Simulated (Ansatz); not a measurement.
Calculated with Ansatz (gas phase, PBE0-D4/def2-TZVP geometries, no zero-point term in ΔE). CCSD(T)/CBS is frozen-core, at the limit of the def2 triple- and quadruple-zeta sets. Functionals use def2-TZVPP. HSE06 is defined as in plane-wave codes. Open shells (•) are unrestricted, without spin–orbit coupling.

Reaction (hydrogen abstraction from a B–H bond): `BO` + `[OH]`• → `[BH]O`• + H₂O

CCSD(T)/CBS gives -67.8 kJ/mol.

Problem. Another level gave -66.0 kJ/mol. Which?
A. HSE06-D4/def2-TZVPP
B. LDA (SPW92)/def2-TZVPP
C. PBE-D4/def2-TZVPP
D. B2PLYP/def2-TZVPP

Solution. A. HSE06-D4 -66.0, LDA (SPW92) -114.4, PBE-D4 -80.1, B2PLYP -60.8 kJ/mol.

Largest T1 diagnostic among the species: 0.016.

Leaving LDA and LC-ωPBE aside and taking each functional with its dispersion term where it has one, the values, not all of them listed here, spread over 43.2 kJ/mol, from PBE-D4 to BHLYP-D4. LDA lies −34.0 kJ/mol from PBE without D4. From r2SCAN to r2SCAN0 (25 % exact exchange), in def2-TZVPP and without D4, ΔE moves by +10.3 kJ/mol. At CCSD(T), def2-SVP lies +26.7 kJ/mol from the extrapolated value and def2-TZVPP +9.1 kJ/mol.
